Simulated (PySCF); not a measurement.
Cartesian coordinates (Å):
```xyz
1

F      0.0000     0.0000     0.0000
```
Charge 0, spin multiplicity 2.

**Question.** Give the dipole moment, total energy and highest occupied spin orbital at the level M06-2X/def2-TZVP in PySCF.

**Answer.** 
| Property | Result |
|---|---|
| dipole moment | 0.00 D |
| total energy | -99.7338 Ha |
| highest occupied spin orbital | -14.77 eV |
